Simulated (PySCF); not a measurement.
ClNa, SMILES [Na][Cl] (connectivity only; charge and spin as stated), charge -1, multiplicity 2. Geometry optimised at PBE0-D3(BJ)/def2-TZVPD. The multiplicity is an assumed one; other spin states were not compared.

Computed with PBE0-D3(BJ)/def2-TZVPD run with PySCF.

Harmonic wavenumbers (cm⁻¹): 265. Rotational constants (GHz): 5.780 (linear); symmetry number 1.

**Question.** Work out the zero-point energy and the ideal-gas rigid-rotor harmonic-oscillator thermochemistry at 298.15 K and 1 atm.

**Answer.** ZPE = ½ Σ hcν = ½ × 265 cm⁻¹ = 0.38 kcal/mol. H − E(el) = 2.74 kcal/mol. Entropy in cal/(mol K): translation 38.12, rotation 15.86, vibration 1.63, spin 1.38, total 56.98. G − E(el) = -14.25 kcal/mol. Cp = 8.69 cal/(mol K).
